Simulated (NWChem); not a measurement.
**Correlation energy of Cl (+1)**

SMILES: [Cl+]
```xyz
1

Cl     0.0000     0.0000     0.0000
```
Charge +1, spin multiplicity 3.

Program: NWChem.

Basis set: cc-pVQZ. Each correlation energy counts from its own Hartree-Fock reference.

| method | correlation energy (mHa) |
|---|---|
| CCSD[T] on ROHF | -170.4 |
| SCS-UMP2 | -136.6 |
| CCSD[T] on UHF | -163.8 |
| UMP2 | -135.4 |
| CCSD on UHF | -158.5 |
| CCSD(T) on ROHF | -170.5 |
| CCSD on ROHF | -164.8 |
| CCSD(T) on UHF | -163.7 |
| URI-MP2 | -135.4 |

The values span 35.1 mHa, from CCSD(T) on ROHF (lowest) to URI-MP2 (highest). 

The correlated methods keep 5 core orbitals frozen. No SCF solution was tested for a lower state. Open-shell Hartree-Fock references start from PBE0 orbitals. Coupled-cluster values serve here as a point of comparison, not as the truth.
